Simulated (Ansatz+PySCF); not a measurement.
singlet LiH: levels of theory in one basis

```xyz
2

Li    0.0000    0.0000   -0.6991
H     0.0000    0.0000    2.0972
```

Basis set: 6-31G (spherical functions). All electrons are correlated. Charge 0, multiplicity 1.

Computed with Ansatz (development build ahead of 0.2.0); each method stands on the lowest determinant of its kind that the runs found.

```csv
method,E − E(RHF) (eV),<S²> of the determinant
RHF,0.00,0.00
UHF,-0.46,0.76
RHF-MP2,-0.50,–
UHF-MP2,-0.55,0.76
RHF-CCSD,-0.98,–
RHF-CCSD(T),-0.98,–
full CI (lowest root of this spin),-0.98,–
```

At such a shape the full CI root can have another spatial symmetry than the determinants, so the rows needn't describe one state.

**Question.** Is a single determinant a sound starting point here?

**Answer.** It is doubtful. Unrestricted orbitals lower Hartree–Fock by 0.46 eV and <S²> is 0.76 where a pure state has 0.00, a sign of strong static correlation.

Caution for RHF, RHF-MP2, RHF-CCSD, RHF-CCSD(T): an unrestricted determinant lies well below. Caution for UHF, UHF-MP2: the unrestricted determinant is spin contaminated. Caution for RHF-MP2, RHF-CCSD, RHF-CCSD(T): bonds are stretched, where a single reference can fail. Caution for UHF-MP2: large amplitudes, a single reference is doubtful; a plain start can end on a higher determinant.
